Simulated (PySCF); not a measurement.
Neon: a sound run and one with changed settings

Sound run: Ne [Ne], Ne⁺ [He] 2s2 2p5. Computed with PySCF 2.14 in cc-pVDZ (3s2p1d, 14 functions), with no relativity, point nucleus. In the sound run the correlated levels freeze 1s2. The sound run starts from symmetry-adapted Hartree-Fock orbitals and uses a fine grid where one is needed.

A second run was set up differently.

```tsv
species	method	sound run (hartree)	changed run (hartree)	converged
Ne	UHF	-128.48878	-128.48878	yes
Ne	BP86	-128.90296	-128.90296	yes
Ne	PBE0	-128.80510	-128.80510	yes
Ne	MP2	-128.67430	-128.65127	yes
Ne	CCSD(T)	-128.67884	-128.67884	yes
Ne⁺	UHF	-127.76598	-127.76598	yes
Ne⁺	BP86	-128.11801	-128.11801	yes
Ne⁺	PBE0	-128.02752	-128.02752	yes
Ne⁺	MP2	-127.89985	-127.88445	yes
Ne⁺	CCSD(T)	-127.91114	-127.91114	yes
```

Ionisation energy of Ne:

```csv
method,sound run (eV),changed run (eV)
UHF,19.668,19.668
BP86,21.360,21.360
PBE0,21.159,21.159
MP2,21.074,20.866
SCS-MP2,20.950,20.759
CCSD,20.889,20.889
CCSD(T),20.890,20.890
```

Q: What was changed?
A. radial grid too coarse
B. level shift left on
C. minimal basis
D. angular grid far too coarse

A: B. It used initial guess sap, at most 50 SCF cycles, level shift 0.5 hartree. A level shift leaves the converged SCF energy unchanged but raises the virtual orbital energies, which shrinks MP2 if it is not removed.
